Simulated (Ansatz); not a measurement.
Relaxation of CH6AlF (9 atoms, charge 0, multiplicity 1), to a largest force component of 0.03 eV/Å in at most 50 steps.

These are results of RKS LDA/6-31G* (Ansatz 0.2.0), not measurements.

```xyz
9
Properties=species:S:1:pos:R:3:forces:R:3
Al -0.064 -0.481 -0.530 0.00 0.31 0.05
C -0.050 -0.254 2.625 0.06 0.02 -0.13
H -1.027 -0.245 3.134 0.00 0.02 -0.03
H 0.733 -0.618 3.312 -0.03 0.05 -0.04
H 0.207 0.770 2.294 -0.02 -0.06 0.03
F 1.393 0.155 -0.986 0.00 0.00 0.00
H -1.364 0.395 -0.837 0.01 0.00 0.02
H -0.051 -1.900 0.143 0.01 -0.48 -0.21
H -0.094 -0.965 1.767 -0.03 0.14 0.31
```

Where does it end, and by what steps?

The forces met the threshold. The force dipped under the threshold on the way, but the program's further checks kept it going. After 12 steps the energy has fallen by 0.280 eV; H5 moved furthest, 0.85 Å.

```json
{"step": "0", "energy less start (eV)": "0.0000", "largest force component (eV/Å)": "0.480", "accepted": "yes"}
{"step": "1", "energy less start (eV)": "-0.0626", "largest force component (eV/Å)": "0.126", "accepted": "yes"}
{"step": "2", "energy less start (eV)": "-0.0944", "largest force component (eV/Å)": "0.303", "accepted": "yes"}
{"step": "3", "energy less start (eV)": "-0.1347", "largest force component (eV/Å)": "0.613", "accepted": "yes"}
{"step": "4", "energy less start (eV)": "-0.1976", "largest force component (eV/Å)": "0.385", "accepted": "yes"}
{"step": "5", "energy less start (eV)": "-0.2242", "largest force component (eV/Å)": "0.441", "accepted": "yes"}
{"step": "6", "energy less start (eV)": "-0.2551", "largest force component (eV/Å)": "0.209", "accepted": "yes"}
{"step": "7", "energy less start (eV)": "-0.2707", "largest force component (eV/Å)": "0.220", "accepted": "yes"}
{"step": "8", "energy less start (eV)": "-0.2740", "largest force component (eV/Å)": "0.187", "accepted": "yes"}
{"step": "9", "energy less start (eV)": "-0.2575", "largest force component (eV/Å)": "0.356", "accepted": "no"}
{"step": "10", "energy less start (eV)": "-0.2793", "largest force component (eV/Å)": "0.016", "accepted": "yes"}
{"step": "11", "energy less start (eV)": "-0.2798", "largest force component (eV/Å)": "0.036", "accepted": "yes"}
{"step": "12", "energy less start (eV)": "-0.2799", "largest force component (eV/Å)": "0.015", "accepted": "yes"}
```

```xyz
9
Properties=species:S:1:pos:R:3
Al -0.109 -0.478 -0.167
C -0.017 -0.261 2.377
H -0.902 0.340 2.632
H 0.554 -0.525 3.283
H 0.670 0.328 1.734
F 1.223 0.506 -0.357
H -1.541 0.228 -0.216
H 0.139 -2.053 -0.298
H -0.332 -1.230 1.933
```

Whether the end is a true minimum wasn't checked by a vibrational analysis.

The run took 9.5 s on 1 thread of Intel(R) Xeon(R) 6975P-C (Granite Rapids), with other jobs on the host, peak memory 0.14 GiB.
